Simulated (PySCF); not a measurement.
Point-charge models of `C1NC1` (ethyleneimine) against its computed dipole.

Coordinates (GFN2-xTB, Å) and charges (e) from the PBE0/pcSseg-1 density (PySCF):

```json
{"atom": "C1", "x": "0.781", "y": "-0.066", "z": "0.032", "Mulliken": "-0.1366", "IAO": "-0.1939", "Hirshfeld": "-0.0511", "ESP-fitted": "-0.2232"}
{"atom": "C2", "x": "-0.649", "y": "-0.435", "z": "0.001", "Mulliken": "-0.1365", "IAO": "-0.1939", "Hirshfeld": "-0.0511", "ESP-fitted": "-0.2232"}
{"atom": "N3", "x": "-0.196", "y": "0.811", "z": "-0.569", "Mulliken": "-0.4104", "IAO": "-0.4302", "Hirshfeld": "-0.2011", "ESP-fitted": "-0.5614"}
{"atom": "H4", "x": "1.232", "y": "0.200", "z": "0.982", "Mulliken": "+0.1211", "IAO": "+0.1347", "Hirshfeld": "+0.0462", "ESP-fitted": "+0.1452"}
{"atom": "H5", "x": "1.458", "y": "-0.534", "z": "-0.669", "Mulliken": "+0.1320", "IAO": "+0.1505", "Hirshfeld": "+0.0473", "ESP-fitted": "+0.1709"}
{"atom": "H6", "x": "-0.986", "y": "-1.165", "z": "-0.722", "Mulliken": "+0.1319", "IAO": "+0.1505", "Hirshfeld": "+0.0473", "ESP-fitted": "+0.1706"}
{"atom": "H7", "x": "-1.212", "y": "-0.431", "z": "0.928", "Mulliken": "+0.1211", "IAO": "+0.1347", "Hirshfeld": "+0.0462", "ESP-fitted": "+0.1458"}
{"atom": "H8", "x": "-0.420", "y": "1.629", "z": "-0.009", "Mulliken": "+0.1774", "IAO": "+0.2475", "Hirshfeld": "+0.1166", "ESP-fitted": "+0.3753"}
```

**Question.** Form Σ q r in debye for every column and set it beside the full dipole.

**Answer.** The full density gives (0.02, -0.22, 1.69) D, 1.70 D in size; dipole vectors point from the negative to the positive end.

```json
{"scheme": "Mulliken", "μx": "0.25", "μy": "-1.09", "μz": "1.32", "size (D)": "1.73", "share of the full size (%)": "102", "angle to the full dipole (°)": "33"}
{"scheme": "IAO", "μx": "0.14", "μy": "-0.65", "μz": "1.36", "size (D)": "1.52", "share of the full size (%)": "89", "angle to the full dipole (°)": "19"}
{"scheme": "Hirshfeld", "μx": "0.03", "μy": "-0.19", "μz": "0.64", "size (D)": "0.67", "share of the full size (%)": "39", "angle to the full dipole (°)": "9"}
{"scheme": "ESP-fitted", "μx": "0.03", "μy": "-0.27", "μz": "1.67", "size (D)": "1.70", "share of the full size (%)": "100", "angle to the full dipole (°)": "2"}
```

**Question.** Which set comes closest?

**Answer.** Length of the difference vector: ESP-fitted 0.05 D, IAO 0.55 D, Mulliken 0.97 D, Hirshfeld 1.04 D. Closest: ESP-fitted. The schemes that divide the density aren't constrained to reproduce the dipole.

**Question.** What is left for the Hirshfeld atoms' own dipoles?

**Answer.** The shares of the density sum to the whole, so what Σ q r misses lies in dipoles about the nuclei. The atomic dipoles sum to (0.02, -0.22, 1.69) − (0.03, -0.19, 0.64) = (-0.01, -0.03, 1.05) D, 1.04 D in size.

**Question.** With the origin at the mean of the coordinates, (0.001, 0.001, -0.003) Å, which are the largest single terms, by size, of the ESP-fitted dipole along the direction of the full one?

**Answer.** N3 +1.80, H7 +0.68, H4 +0.67, H5 -0.47, H6 -0.47 D; all 8 atoms together +1.70 D. The single terms depend on the origin, their sum doesn't.

**Question.** Give the size of the full dipole in other units.

**Answer.** 1.70 D = 0.669 au = 0.354 e·Å = 5.67 × 10⁻³⁰ C·m.

Isolated species at its GFN2-xTB geometry, gas phase.
